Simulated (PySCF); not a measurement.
## Basis set benchmark on one molecule

Molecule: SMILES CCNC, C3H9N.

Structure with atom numbers: `[CH3:1][CH2:2][NH:3][CH3:4]`. Each H is labelled by its parent atom.

Geometry PBE0-D3(BJ)/def2-SVP throughout; GIAO in PySCF 2.14, gas phase, one conformer, non-relativistic; equivalent atoms averaged; functional PBE0.

Reference values (measured; solution, not stated per compound (mostly CDCl3 or CCl4); Pretsch, Buehlmann, Badertscher, Structure Determination of Organic Compounds, 4th ed. (2009)): δ(C2) = 45.9 ppm, δ(C1) = 14.3 ppm. Computed shifts are taken against TMS, calculated as an isolated molecule at each level.

How do the basis sets STO-3G, 6-31G, pcSseg-0, 6-31G*, def2-SVP, cc-pVDZ, pcSseg-1, 6-311+G(2d,p), aug-cc-pVDZ, def2-TZVP, IGLO-III, cc-pVTZ, pcSseg-2 perform against the reference? Times are CPU seconds on shared hosts with different chips, so compare them loosely.

Results:


```tsv
basis set	functions	C2	C1	mean abs. error C	core-s
STO-3G	29	42.5	19.8	4.4	1.8
6-31G	54	45.4	17.7	1.9	3.6
pcSseg-0	54	48.8	19.9	4.2	3.3
6-31G*	74	45.1	17.0	1.7	4.7
def2-SVP	101	45.8	16.6	1.2	6.1
cc-pVDZ	101	48.0	17.9	2.8	6.5
pcSseg-1	113	48.9	17.9	3.3	5.7
6-311+G(2d,p)	162	48.2	16.9	2.5	12
aug-cc-pVDZ	173	47.5	17.2	2.2	13
def2-TZVP	178	49.7	17.6	3.6	14
IGLO-III	230	50.3	17.8	3.9	18
cc-pVTZ	246	48.8	17.3	2.9	21
pcSseg-2	270	51.0	18.3	4.6	25
```

For $^{13}$C the closest is def2-SVP (1.2 ppm) and the furthest pcSseg-2 (4.6 ppm). Where a smaller basis beats a larger one, errors probably cancel; the largest sets show where the functional converges. One molecule is a small sample, and vibrational and solvent effects are absent from the calculation.

A small basis that lands close on one nucleus may do so by chance; judge by the trend and by all nuclei.
